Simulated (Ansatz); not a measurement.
Two isomers of C4H8O: A = `CCCC=O`, B = `CC1(O)CC1`.

Gas-phase electronic energies from Ansatz, PBE0-D4/def2-TZVP geometries. CCSD(T)/CBS adds triple-zeta CCSD(T) − MP2 to the extrapolated MP2 energy (def2 sets, frozen cores). Functionals use def2-TZVPP. B3LYP here is the variant with VWN-RPA as its local correlation; programs differ in this. Each species was taken in one conformer, which may not be the lowest.

Task: Which isomer does CCSD(T)/CBS put lower? Give the gap. (An estimate is asked.)

Result: Computed: A, by 64.3 kJ/mol.

Task: Give E(B) − E(A) in kJ/mol with r2SCAN-D4, CCSD(T)/def2-TZVPP, CCSD/def2-TZVPP, B2PLYP, MP2/def2-TZVPP, B3LYP-D4, PBE-D4. (Best estimate.)

Result: Ansatz gave: r2SCAN-D4 62.0, CCSD(T)/def2-TZVPP 67.5, CCSD/def2-TZVPP 67.0, B2PLYP 73.3, MP2/def2-TZVPP 58.8, B3LYP-D4 75.3, PBE-D4 62.4. None reverses the order clearly.

Largest T1 diagnostic: 0.012.

From PBE to PBE0 (25 % exact exchange), in def2-TZVPP and without D4, E(B) − E(A) moves by −8.1 kJ/mol. In def2-TZVPP, CCSD(T) changes the Hartree–Fock value by −17.2 kJ/mol (the triples alone add +0.5 kJ/mol) and MP2 by −25.9 kJ/mol.
